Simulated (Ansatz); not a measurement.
**C3H5N, singlet: CASSCF and its corrections**

Calculated in Ansatz's Gaussian-basis code; CASPT2, NEVPT3, NEVPT4(SD) by development code. Basis cc-pVTZ, nonrelativistic, 4 orbitals frozen in the corrections. State-specific CASSCF; RHF is the lowest restricted (open-shell) Hartree–Fock solution met. Letters tell apart solutions met in one space. No symmetry is imposed, so a solution can break that of the shape. No proof that the lowest CASSCF solution was found.

Geometry:

```xyz
9

C     0.0000   -1.7108   -0.2573
N     0.0000   -0.6204    0.4200
C     0.0000    0.5775   -0.3194
C     0.0000    1.7578    0.3104
H     0.0000   -2.6601    0.2733
H     0.0000   -1.7474   -1.3542
H     0.0000    0.5134   -1.4125
H     0.0000    1.7999    1.3934
H     0.0000    2.6897   -0.2424
```

CASSCF less RHF, in eV, and natural occupations:

```csv
CAS,CASSCF,occupations
"(4,4) a",-1.713,"1.98, 1.93, 0.07, 0.02"
"(4,4) b",-1.623,"1.93, 1.89, 0.12, 0.07"
```

(1) What totals less RHF do the corrections give on each solution?

(2) In CAS(4,4), is the solution lowest in CASSCF also lowest after SC-NEVPT2?

(3) Roughly how much CPU time does a whole run from the default start take (median of such runs, summed over threads; nearly all runs on one pinned thread of a shared server, mostly Xeon at 2.3 to 2.6 GHz, by a development driver)?

## Answers

(1) 

| CAS | SC-NEVPT2 | FIC-NEVPT2 | NEVPT3 | NEVPT4(SD) | CASPT2 (IPEA 0) |
| --- | --- | --- | --- | --- | --- |
| (4,4) a | -18.262 | -18.312 | -19.430 | -20.025 | -18.642 |
| (4,4) b | -18.739 | -18.754 | -19.544 | -20.088 | -18.777 |

(2) No: (4,4) b is lowest after SC-NEVPT2, 0.48 eV under (4,4) a, which leads in CASSCF.

(3) CAS(4,4) b: about 62 s. Other jobs ran beside these, and the count of passes differs.
